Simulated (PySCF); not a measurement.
Atom-mapped SMILES (the numbers label the heavy atoms): `[Cl:1][BH:2][Cl:3]`; H(Xn) means a hydrogen on atom n.

Geometry: PBE0-D3(BJ)/def2-TZVP; GIAO shifts from PySCF 2.14.0 with density-fitted response routines, gas phase, non-relativistic, averaged over equivalent atoms.

At B97-2/pcSseg-2 (136 basis functions, 6.9 s wall time on 1 thread of an Arm Neoverse N1, shared host):
```csv
atoms,δ (ppm)
Cl1/Cl3,289.9
B2,59.2
H(B2),6.57
```

References, each an isolated molecule treated in the same way: HCl for 35Cl (941.52 ppm); 11B (99.77 ppm) against BF3·OEt2; TMS for 1H (31.64 ppm).

Problem. What do these become at KT3/pcSseg-2?

Solution. 
```
  atoms  δ at KT3/pcSseg-2  change
Cl1/Cl3              301.6   +11.7
     B2               55.5    -3.7
  H(B2)               6.55   -0.02
```

Chemical shifts δ = σref − σ; HCl for 35Cl (σ = 942.39 ppm); BF3·OEt2 for 11B (σ = 98.26 ppm); 1H (σ = 31.63 ppm) against TMS, all at this level.

The largest change is at Cl1/Cl3 (chlorine bonded to B). Cost: 136 basis functions, 9.4 s wall time on 1 thread of an Arm Neoverse N1, shared host.
